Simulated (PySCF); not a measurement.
Telling isomers of C$_{3}$H$_{6}$ apart by NMR

- PBE0-D3(BJ)/def2-SVP geometry
- spin–spin couplings from B3LYP/pcJ-1
- shielding tensors at PBE0/pcSseg-1 (GIAO)
- run in PySCF 2.14
- gas phase, fast rotation and ring inversion assumed for equivalent nuclei, non-relativistic Hamiltonian, one conformer

δ = σ(ref) − σ, references computed at the same level: ¹H (31.27 ppm) and ¹³C (184.41 ppm) against TMS. Multiplet labels drop J under 1 Hz and among equivalent protons, and merge close values. Unscaled 3J(H,H) run several per cent high. Shifts are as computed. Against solution values, carbons near 30 ppm lie about +2 ppm off and those near 130 ppm about +5 ppm. Of 1211 compounds with measured shifts, 218 miss one by over three times the rms of a fit or turn the order of signals round; such compounds aren't used in these exercises.

(1) Tabulate the signals of `C=CC`, `C1CC1` and their relative energies.

(2) What is the quickest way to tell C=CC from C1CC1?

## Answers

(1) 
```json
{"SMILES": "C=CC", "carbon types": "1×CH 1×CH2 1×CH3", "δC": "143.2, 123.3, 22.7", "δH": "6.00 (ddq, 1H), 5.36 (d of quint, 1H), 5.24 (d of quint, 1H), 1.80 (dt, 3H)", "E rel. (kcal/mol)": "0.0"}
{"SMILES": "C1CC1", "carbon types": "3×CH2", "δC": "-1.4", "δH": "0.26 (s, 6H)", "E rel. (kcal/mol)": "4.1"}
```

Energies are electronic energies at PBE0/pcSseg-1 on these geometries, without zero-point or thermal terms, each for the one conformer computed, which needn't be the lowest.

(2) Count the carbon signals: 3 against 1. The first has an alkene CH at 143.2 ppm, the second a three-membered-ring carbon (CH2) at -1.4 ppm. In the proton spectra the most deshielded non-exchanging signals are 6.00 (ddq, J = 18.1, 11.2, 7.7 Hz, 1H) and 0.26 (s, 6H).
